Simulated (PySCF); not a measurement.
Computed with PBE-D3(BJ)/def2-TZVP // CAM-B3LYP-D3(BJ)/def2-TZVP (PySCF). Gas-phase values, no solvent. Excitations are Tamm–Dancoff values on a coarser integration grid. The basis has no diffuse functions, so Rydberg states are missing or too high.

Reference species (SMILES): `ClB(Cl)Cl` (neutral, multiplicity 1).

The HOMO–LUMO gap comes out as 5.04 eV and the brightest of the four lowest singlets (TDA) is 6.70 eV. The S1–T1 gap (TDA) is 0.19 eV. The S1 excitation (TDA) is 5.12 eV.

Changed species: `ClB(Cl)I` (1 of 3 Cl replaced by I; the reference has 0 of 3 Cl replaced by I).

Give the shifts of the HOMO–LUMO gap, brightest of the four lowest singlets (TDA), S1–T1 gap (TDA) and S1 excitation (TDA).

the HOMO–LUMO gap drops by 1.17 eV, to 3.87 eV; the brightest of the four lowest singlets (TDA) decreases by 1.73 eV, to 4.97 eV; the S1–T1 gap (TDA) falls by 0.05 eV, to 0.14 eV; the S1 excitation (TDA) falls by 1.19 eV, to 3.93 eV.
